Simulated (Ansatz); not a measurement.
# AlH2N: the cost of one run

Method: def2-QZVPP, core rule «outside noble gas», up to 6 orbitals frozen; program: Ansatz 0.2.0, Gaussian basis.

Plan: UHF; ROHF; CCSD(T) on UHF.

2 further runs of the same task are left out: 2 set aside as unsound or not needed. Runs told in other sessions of the task aren't counted.

## 1. The geometry

The geometry is a PBE0/def2-TZVP stationary point (not a proven minimum) of the parent state, kept for this charge and spin.

4 atoms, charge 1, spin multiplicity 4.

Atoms are counted from 1 here; the program's logs count them from 0.

Bond lengths: Al1–N2 1.771 Å, N2–H3 1.007 Å, N2–H4 1.007 Å. Angles: Al1–N2–H3 124.1°, Al1–N2–H4 124.1°, H3–N2–H4 111.7°.

Geometry (Å):

```
atom    x (Å)     y (Å)     z (Å)
 Al1  0.00000   0.00000   0.68647
  N2  0.00000   0.00000  -1.08493
  H3  0.00000   0.83340  -1.64978
  H4  0.00000  -0.83340  -1.64978
```

## 2. UHF

Input file in.yaml:

```yaml
crystal:
  periodic: [false, false, false]
  atoms:
    - {symbol: Al, position_ang: [0.000000, 0.000000, 0.686473]}
    - {symbol: N, position_ang: [0.000000, 0.000000, -1.084932]}
    - {symbol: H, position_ang: [0.000000, 0.833405, -1.649784]}
    - {symbol: H, position_ang: [0.000000, -0.833405, -1.649784]}
basis:
  gaussian: {orbitals: "def2-QZVPP.json"}
total_charge: 1
magnetization: {spin_polarized: true, initial_magnetization: 3}
hamiltonian: {xc: hf}
output: {orbitals: {seedname: orbitals}}
```

Launch:

```sh
$ ansatz run in.yaml --threads 1 --pin off --events-out ev --progress --plain --max-ram 2393MiB
```

Q: Estimate wall time and peak memory on 1 thread of Arm Neoverse V2, shared host.

About 14 s, with a peak of 0.37 GiB.
